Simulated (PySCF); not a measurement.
C₄H₆N (doublet state).
Z-matrix (Å and degrees, GFN2-xTB geometry), rows numbered from 1:
```
C 
C   1  1.3797
C   2  1.3801  1  122.82
C   2  1.4822  1  119.66  3   179.60
N   4  1.2553  2  128.74  1   -22.84
H   1  1.0755  2  121.76  3   179.07
H   1  1.0746  2  121.00  3     1.78
H   3  1.0754  2  121.08  1     3.59
H   3  1.0749  2  121.31  1  -178.37
H   4  1.0874  2  115.20  1   158.68
H   5  1.0201  4  115.07  2     0.43
```

The hyperfine couplings belong to this conformer and change with its torsions.

As a line formula: `[H]/N=C\C([CH2])=C` [radical].

Method: PySCF, UKS B3LYP, pcH-1 on C H N, non-relativistic, mean-field spin-orbit, GIAO. One conformer (not necessarily the lowest) at the GFN2-xTB geometry, without solvent, vibrations or thermal averaging. The geometry wasn't refined by DFT: couplings that depend on bond lengths, twists or pyramidal angles can differ widely from those at the functional's own minimum. The frame is twisted about the C2–C4 bond at this geometry (dihedral C3–C2–C4–H10 = -22°); couplings at other torsion angles weren't computed. Stability of the SCF solution: not tested. ⟨S²⟩ is 0.784 where a pure state has 0.75.

(1) The isotropic 13C couplings are +57.9, +55.0, -49.3, +8.4 MHz. Assign them to C1; C2; C3; C4.

Results:

(1) 
```
site  a_iso (MHz)  ρ(0) (bohr⁻³)                 position  distance from C1 (Å)  spin population  largest |T| (MHz)
  C1        +57.9        +0.0515  largest spin population                  0.00            +0.72              107.7
  C2        -49.3        -0.0439           1 bond from C1                  1.38            -0.26               28.8
  C3        +55.0        +0.0489         a main spin site                  2.42            +0.68              101.5
  C4         +8.4        +0.0075          2 bonds from C3                  2.47            +0.04                4.2
```

ρ(0) is the spin density at the nucleus and T the dipolar tensor. The largest Mulliken spin populations are on C1 (+0.72), C3 (+0.68) and C2 (-0.26). The positive populations add up to 1.44 and the negative ones to -0.44, together 2S = 1. The angles at C1 add up to 359.9°, so it is planar; its axial dipolar tensor and the negative couplings of its protons fit spin in a p orbital normal to that plane. Main spin sites, with 60 % or more of the largest population: C1, C3; positions count bonds from the nearest.

β density exceeds α density at some nuclei, such as C2 (-0.0439), H6 (-0.0098) and H7 (-0.0095), spin density in bohr⁻³. In a single determinant that takes different orbitals for the two spins, that is spin polarisation.

H6 and H7 aren't averaged: C1 is flat or nearly so (angle sum 360°), and its turn about the short C1–C2 bond (1.38 Å) is taken as slow.
